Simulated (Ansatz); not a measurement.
**LO(Γ) frequency of some tetrahedrally bonded semiconductors and semimetals**

Method: r²SCAN in Ansatz (PAW). References are measured values at room or unstated temperature, uncorrected, so that the deviations hold thermal and zero-point effects besides the level's error. The table is a random draw of 8 from 11 solids with such references.

Values in cm⁻¹.

```json
[
 {"solid": "zinc-blende BP", "reference": "823†", "r²SCAN": "822", "deviation (%)": "-0.1"},
 {"solid": "zinc-blende GaSb", "reference": "233†", "r²SCAN": "231", "deviation (%)": "-0.9"},
 {"solid": "cubic BN", "reference": "1305†", "r²SCAN": "1302", "deviation (%)": "-0.2"},
 {"solid": "zinc-blende InAs", "reference": "238", "r²SCAN": "230", "deviation (%)": "-3.4"},
 {"solid": "3C-SiC", "reference": "972", "r²SCAN": "979", "deviation (%)": "+0.7"},
 {"solid": "zinc-blende ZnS", "reference": "348", "r²SCAN": "342", "deviation (%)": "-1.7"},
 {"solid": "zinc-blende CdTe", "reference": "167†", "r²SCAN": "162", "deviation (%)": "-3.0"},
 {"solid": "zinc-blende InP", "reference": "344†", "r²SCAN": "338", "deviation (%)": "-1.7"}
]
```

Over these 8 solids the mean deviation is -1.3 %, the mean absolute deviation 1.5 % (median 1.3 %), and the worst case zinc-blende InAs at -3.4 %; the value is too low in 7 of 8 cases. Over all 11 the mean deviation is -1.3 % and the mean absolute deviation 1.5 % (median 1.4 %).

Spin–orbit coupling is left out, also for the solids with elements from indium on (zinc-blende GaSb, zinc-blende InAs, zinc-blende CdTe, zinc-blende InP); its size isn't shown.

† marks references with one source in our tables, § those from which another value on file, of any temperature, differs by over 15 %.

Differences are worked out from the printed values.

Each level is taken at its own relaxed cell. Ansatz's density-functional and Hartree–Fock values are scalar-relativistic unless marked +SOC, with PAW data made under PBE.

Ansatz's runs of these crystals have no spin polarisation.

Not in this set, of the tetrahedrally bonded semiconductors and semimetals with a reference value in our tables and a result at some level: 1 for a reference of another kind, counted apart (zinc-blende CuI). These can be a level's worst cases. At least 2 more with a reference value are held back for tests. Layered and molecular crystals are counted apart. The metals Ce to Yb are counted apart.

References as tabulated in Solozhenko et al. (2014), arXiv:1505.05714; Giannozzi et al., Phys. Rev. B (1991); Ioffe Institute, NSM Archive: BN, mechanic properties page; arXiv:1704.04770 and others.

Ansatz is a first-principles code.
